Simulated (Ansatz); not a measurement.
B20 (FeSi-type) FeSi was calculated with PBEsol-D3(BJ) (Ansatz, an electronic-structure program, plane waves, PAW).

Settings: plane-wave cutoff 520 eV, 8×8×8 k mesh, Fermi–Dirac smearing 0.01 eV, no spin polarisation, scalar-relativistic PAW data made under PBE.

The volume scan:

| V (Å³/atom) | E − E_lowest (meV/atom) | P (GPa) |
|---|---|---|
| 9.975 | 14.38 | 11.52 |
| 10.182 | 3.46 | 5.44 |
| 10.390 | 0.00 | 0.00 |
| 10.598 | 3.21 | -4.85 |
| 10.806 | 12.37 | -9.18 |

Question: Fit the third-order Birch–Murnaghan equation and give B0 and B′.

Answer: V0 = 10.390 Å³/atom, B0 = 257 GPa, B′ = 4.6 (fit to the energies at full precision).

Shape and atoms are relaxed at each volume.

Measured, for comparison: bulk modulus 178 GPa (room temperature, not corrected to a static lattice, our sources range from 169 to 185; as tabulated in Study of the compressibility of FeSi, MnSi, and CoS2 (JETP Letters), abstract); equilibrium volume per atom 11.26 Å³/atom (temperature not stated, not corrected to a static lattice; as tabulated in Wikipedia's data pages). Computed (rounded) less measured: bulk modulus +44 % (+39 % to +52 % over the range), equilibrium volume per atom -7.7 %.

Note: the bulk modulus comes from volumes at which shape and atoms were relaxed.
